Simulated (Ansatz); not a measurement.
Litharge PbO was calculated with rVV10 in Ansatz (plane waves, PAW).

Run with plane-wave cutoff 500 eV, 8×8×8 k mesh, gaussian smearing 0.02 eV, scalar-relativistic PAW data made under PBE.

Computed at the level's own relaxed cell.

Predict the equilibrium volume per atom, lattice constant a and c axis length.


* **equilibrium volume per atom**: 20.79 Å³/atom
* **lattice constant a**: 4.081 Å
* **c axis length**: 4.992 Å

Measured, for comparison: lattice constant a 3.975 Å (room temperature, no zero-point or thermal correction, our sources range from 3.964 to 3.975; as tabulated in Canepa et al. (2012), arXiv:1204.2842); lattice parameter c 5.023 Å (room temperature, no zero-point or thermal correction, our sources range from 4.995 to 5.023; as tabulated in Canepa et al. (2012), arXiv:1204.2842). Computed (rounded) less measured: lattice constant a +2.7 % (+2.7 % to +3.0 % over the range), lattice parameter c -0.6 % (-0.1 % to -0.6 % over the range). A static lattice is as a rule a little smaller and stiffer than an uncorrected measurement, which narrows the difference in the lattice parameter c and would widen misses of the other sign.

Spin–orbit coupling is not included; it can shift volumes and moduli of such heavy elements.

Static lattice: no zero-point or thermal effects.

Ansatz is a quantum-chemistry and plane-wave program.
